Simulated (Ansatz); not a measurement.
`CC(N)=C=O` and `NC(F)=C=O` differ in one atom or group.

Ansatz, PBE0-D4/def2-TZVP geometries, multiplicity 1. Each molecule was computed in one conformer, which needn't be the lowest.

```tsv
property	`CC(N)=C=O`
HOMO energy (PBE0/def2-TZVPP) / eV	-6.31
ideal-gas entropy at 298 K and 1 bar (rigid rotor, harmonic PBE0-D4/def2-TZVP) / J/(mol·K)	319
HOMO energy (PBE/def2-TZVPP) / eV	-5.09
HOMO–LUMO gap (B3LYP/def2-TZVPP) / eV	5.05
LUMO energy (ωB97M-V/def2-TZVPP) / eV	1.46
LUMO energy (PBE0/def2-TZVPP) / eV	-0.79
```

Question: Give the same properties after the change, and the shifts. (Estimate.)

Answer: The calculation gave: 
| property | `NC(F)=C=O` | shift |
| --- | --- | --- |
| HOMO energy (PBE0/def2-TZVPP) / eV | -6.58 | -0.27 |
| ideal-gas entropy at 298 K and 1 bar (rigid rotor, harmonic PBE0-D4/def2-TZVP) / J/(mol·K) | 299 | -20 |
| HOMO energy (PBE/def2-TZVPP) / eV | -5.23 | -0.14 |
| HOMO–LUMO gap (B3LYP/def2-TZVPP) / eV | 4.65 | -0.40 |
| LUMO energy (ωB97M-V/def2-TZVPP) / eV | 0.89 | -0.57 |
| LUMO energy (PBE0/def2-TZVPP) / eV | -1.47 | -0.68 |

With PBE0 the HOMO falls by 0.27 eV and the LUMO falls by 0.68 eV, so the gap narrows by about 0.41 eV. PBE moves the HOMO by -0.14 eV and ωB97M-V by -0.29 eV. The zero-point energy changes by -92.6 kJ/mol with -9 modes.

B3LYP here is the variant with VWN-RPA as its local correlation; programs differ in this.
